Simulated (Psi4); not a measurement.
# BH2F (SMILES [H]B([H])F) at B3LYP/6-31G(d) (Cartesian functions)

What is the vertical electron affinity of BH2F at B3LYP/6-31G* (Cartesian functions)? 

The calculation is run with Psi4 1.11.

2 further runs of the same task are left out: 2 set aside as unsound or not needed.

## Step 1: Starting point

BH2F has 4 atoms, charge 0, and is taken as a singlet. As SMILES, `[H]B([H])F`. Geometry: relaxed at GFN2-xTB.

Bond lengths: B1–F4 1.306 Å, B1–H2 1.171 Å, B1–H3 1.171 Å. Angles: H2–B1–F4 117.3°, H3–B1–F4 117.3°, H2–B1–H3 125.4°.

## Step 2: Energy and gradient at B3LYP/6-31G(d) (Cartesian functions)

The input, input.json:

```json
{
  "schema_name": "qcschema_input",
  "schema_version": 1,
  "molecule": {
    "schema_name": "qcschema_molecule",
    "schema_version": 2,
    "symbols": ["B", "H", "H", "F"],
    "geometry": [0.05667289, 0.09297453, 0.00113384, 2.26468558, -0.064194, 0.02953642, -1.09277193, 1.98455258, -0.03675517, -1.22858654, -2.01331421, 0.00610382],
    "molecular_charge": 0,
    "molecular_multiplicity": 1,
    "fix_symmetry": "c1"
  },
  "driver": "gradient",
  "model": {
    "method": "b3lyp",
    "basis": "6-31G*"
  },
  "keywords": {
    "puream": false,
    "e_convergence": 1e-09,
    "d_convergence": 1e-08,
    "scf_type": "pk",
    "dft_radial_points": 99,
    "dft_spherical_points": 590
  }
}
```

Run with:

```console
$ psi4 --qcschema input.json -n 1 --memory 1600MB
```

stdout:

```text
[...]
  Running in c1 symmetry.
[...]
  Nuclear repulsion =   27.508348183973229
[...]
  Multiplicity = 1
[...]
  Nalpha       = 8
  Nbeta        = 8
[...]
    Number of basis functions: 34
[...]
   @RKS iter   1:  -125.89294978683866   -4.35718e-01   8.47458e-03 DIIS/ADIIS
[...]
   @RKS iter   8:  -125.92607739548066   -9.94760e-12   8.07984e-09 DIIS
[...]
    Orbital Energies [Eh]
    ---------------------
    Doubly Occupied:
       1A    -24.715919     2A     -6.807106     3A     -1.220455
       4A     -0.562638     5A     -0.478581     6A     -0.459517
       7A     -0.449124     8A     -0.326301
[...]
  @RKS Final Energy:  -125.92607739548066
   => Energetics <=
    Nuclear Repulsion Energy =             27.5083481839732293
    One-Electron Energy =                -227.9443322128718137
    Two-Electron Energy =                  86.8796372678673947
    DFT Exchange-Correlation Energy =     -12.3697306344494677
    Empirical Dispersion Energy =           0.0000000000000000
    VV10 Nonlocal Energy =                  0.0000000000000000
    Total Energy =                       -125.9260773954806609
[...]
 Multipole Moments:
 ------------------------------------------------------------------------------------
     Multipole            Electronic (a.u.)      Nuclear  (a.u.)        Total (a.u.)
 ------------------------------------------------------------------------------------
 L = 1.  Multiply by 2.5417464519 to convert [e a0] to [Debye]
 Dipole X            :         -1.0616512            1.1582294            0.0965782
 Dipole Y            :         -1.7395613            1.8979247            0.1583634
 Dipole Z            :          0.0077668           -0.0071562            0.0006106
 Magnitude           :                                                    0.1854904
[...]
  -Total Gradient:
     Atom            X                  Y                   Z
    ------   -----------------  -----------------  -----------------
       1       -0.001731302147    -0.002806124856     0.000251736671
       2       -0.013054638052    -0.000785641642    -0.000246996855
       3        0.005281502868    -0.011971297905     0.000115013967
       4        0.009505257028     0.015564407867    -0.000119748663
[...]
```

The result, in JSON:

```text
{
 "driver": "gradient",
 "model": {
  "method": "b3lyp",
  "basis": "6-31G*"
 },
 "success": true,
 "return_result": [-0.0017313021471636186, -0.002806124855613268, 0.0002517366707747498, -0.013054638052157341, -0.0007856416417893735, -0.0002469968547794206, 0.00528150286756196, -0.011971297905068387, 0.00011501396738925135, 0.009505257027674602, 0.01556440786694746, -0.00011974866279516937],
 "properties": {
  "calcinfo_nbasis": 34,
  "calcinfo_nmo": 34,
  "calcinfo_nalpha": 8,
  "calcinfo_nbeta": 8,
  "calcinfo_natom": 4,
  "nuclear_repulsion_energy": 27.50834818397323,
  "return_energy": -125.92607739548066,
  "return_gradient": [-0.0017313021471636186, -0.002806124855613268, 0.0002517366707747498, -0.013054638052157341, -0.0007856416417893735, -0.0002469968547794206, 0.00528150286756196, -0.011971297905068387, 0.00011501396738925135, 0.009505257027674602, 0.01556440786694746, -0.00011974866279516937],
  "scf_one_electron_energy": -227.9443322128718,
  "scf_two_electron_energy": 86.8796372678674,
  "scf_xc_energy": -12.369730634449468,
  "scf_dipole_moment": [0.09657823495439999, 0.15836340844628616, 0.0006106044915253706],
  "scf_total_energy": -125.92607739548066,
  "scf_total_gradient": [-0.0017313021471636186, -0.002806124855613268, 0.0002517366707747498, -0.013054638052157341, -0.0007856416417893735, -0.0002469968547794206, 0.00528150286756196, -0.011971297905068387, 0.00011501396738925135, 0.009505257027674602, 0.01556440786694746, -0.00011974866279516937],
  "scf_iterations": 8
 }
}
```

It took 5.4 s on 1 thread of Intel Xeon Platinum 8375C at 2.90GHz (Ice Lake), shared host; peak memory 0.44 GiB.

## Step 3: The doublet anion: the energy at UB3LYP/6-31G(d) (Cartesian functions)

The input, calc.inp:

```
memory 1.6 GB

molecule {
  -1 2
  B
  H 1 R2
  H 1 R3 2 A3
  F 1 R4 3 A4 2 D4

  R2 = 1.171483
  R3 = 1.171471
  A3 = 125.36319
  R4 = 1.305725
  A4 = 117.32068
  D4 = -179.82874
  symmetry c1
}

set reference uks
set puream false
set e_convergence 1e-09
set d_convergence 1e-08
set scf_type pk
set dft_radial_points 99
set dft_spherical_points 590
set maxiter 200

e, wfn = energy('b3lyp/6-31G*', return_wfn=True)
oeprop(wfn, 'LOWDIN_CHARGES', 'WIBERG_LOWDIN_INDICES', 'MULLIKEN_CHARGES', title='B3LYP')
```

Run with:

```console
$ psi4 -i calc.inp -o calc.out -n 1
```

calc.out:

```text
[...]
  Running in c1 symmetry.
[...]
  Nuclear repulsion =   27.508340644648172
[...]
  Multiplicity = 2
[...]
  Nalpha       = 9
  Nbeta        = 8
[...]
    Number of basis functions: 34
[...]
   @UKS iter   1:  -125.71458746908405   -2.57356e-01   1.43738e-02 ADIIS/DIIS
[...]
   @UKS iter  10:  -125.84870865332753   -3.96483e-12   5.83945e-09 DIIS
[...]
   @S^2 Observed:                7.531193974E-01
[...]
    Orbital Energies [Eh]
    ---------------------
    Alpha Occupied:
       1A    -24.387591     2A     -6.438825     3A     -0.904866
       4A     -0.254541     5A     -0.169469     6A     -0.159196
       7A     -0.139605     8A     -0.019955     9A      0.188139
    Alpha Virtual:
      10A      0.407765    11A      0.426928    12A      0.523535
      13A      0.653708    14A      0.689611    15A      0.697423
      16A      0.900388    17A      1.193900    18A      1.205519
      19A      1.351384    20A      1.474737    21A      1.518764
      22A      1.647247    23A      1.659361    24A      1.807112
      25A      1.960492    26A      1.964334    27A      2.135682
[...]
  @UKS Final Energy:  -125.84870865332753
   => Energetics <=
    Nuclear Repulsion Energy =             27.5083406446481717
    One-Electron Energy =                -232.9734743294842758
    Two-Electron Energy =                  92.2343197281416991
    DFT Exchange-Correlation Energy =     -12.6178946966331296
    Empirical Dispersion Energy =           0.0000000000000000
    VV10 Nonlocal Energy =                  0.0000000000000000
    Total Energy =                       -125.8487086533275345
[...]
 Multipole Moments:
 ------------------------------------------------------------------------------------
     Multipole            Electronic (a.u.)      Nuclear  (a.u.)        Total (a.u.)
 ------------------------------------------------------------------------------------
 L = 1.  Multiply by 2.5417464519 to convert [e a0] to [Debye]
 Dipole X            :          0.0073193           -0.0032257            0.0040936
 Dipole Y            :         -3.0763898            1.9754724           -1.1009174
 Dipole Z            :         -1.5890384            1.0203756           -0.5686628
 Magnitude           :                                                    1.2391179
[...]
  Mulliken Charges: (a.u.)
   Center  Symbol    Alpha    Beta     Spin     Total
       1     B     3.16315  2.09300  1.07014 -0.25615
       2     H     0.58046  0.64616 -0.06570 -0.22662
       3     H     0.58046  0.64616 -0.06570 -0.22661
       4     F     4.67593  4.61468  0.06126 -0.29061
   Total alpha =  9.00000, Total beta =  8.00000, Total charge = -1.00000
  Lowdin Charges: (a.u.)
   Center  Symbol    Alpha    Beta     Spin     Total
       1     B     3.33329  2.38398  0.94931 -0.71727
       2     H     0.50673  0.53393 -0.02720 -0.04067
[...]
```

It took 8.1 s on 1 thread of Intel Xeon Platinum 8375C at 2.90GHz (Ice Lake), shared host; peak memory 0.43 GiB.

## Step 4: Results

Level: B3LYP/6-31G* (Cartesian functions).

```
                                         quantity          value
                       singlet BH2F: total energy  -125.92608 Eh
                      singlet BH2F: dipole moment         0.47 D
                        singlet BH2F: HOMO energy       -8.88 eV
                        singlet BH2F: LUMO energy       -0.80 eV
                      singlet BH2F: HOMO–LUMO gap        8.08 eV
           singlet BH2F: largest force on an atom     0.938 eV/Å
                      doublet anion: total energy  -125.84871 Eh
doublet anion: HOMO energy (highest over α and β)        5.12 eV
 doublet anion: LUMO energy (lowest over α and β)        8.49 eV
                              doublet anion: ⟨S²⟩          0.753
vertical electron affinity (to the doublet anion)      -2.105 eV
```

In words: The anion lies 2.11 eV (49 kcal/mol) above the neutral: the electron isn't bound at this level, and such a value depends on the basis. Without diffuse functions anions come out too high. The largest force (singlet BH2F) is 0.94 eV/Å: the shape isn't a stationary point for this species at this level. The HOMO (doublet anion) lies at positive energy, 5.12 eV; only total energies tell whether the electron is bound.
